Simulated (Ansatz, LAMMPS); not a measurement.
Ladder of methods for the elastic constant C11 of hcp Ru

Reference value: 563 GPa (measured, temperature not stated, not corrected to a static lattice; as tabulated in Mehl and Papaconstantopoulos (1996), arXiv:mtrl-th/9602003).

Question: Put these levels in order of the elastic constant C11 that they give for hcp Ru, smallest first: LDA (Ansatz, a quantum-chemistry and plane-wave program), Lennard-Jones jacobson2022 (LAMMPS), PBE (Ansatz).

Answer: PBE (567 GPa), LDA (658 GPa), Lennard-Jones jacobson2022 (1142 GPa)

Unless a cell is named, each level is at its own relaxed cell (Lennard-Jones jacobson2022 13.46, LDA 13.09, PBE 13.77 Å³/atom).

Differences against the reference: Lennard-Jones jacobson2022 +103 %, LDA +16.9 %, PBE +0.7 %.

The reference has no zero-point or thermal correction, while the calculations are for a static lattice, so the differences are not the levels' errors alone. A static lattice is as a rule stiffer than a warm one, by over a tenth in soft solids.  Each level is taken at its own relaxed cell. Ansatz's density-functional and Hartree–Fock values are scalar-relativistic unless marked +SOC, with PAW data made under PBE.

Empirical potentials (Lennard-Jones jacobson2022) are fitted to chosen data, which need not cover the solid at hand: agreement can be built in, and what lay outside the fit can be far off.

Differences are worked out from the printed values.
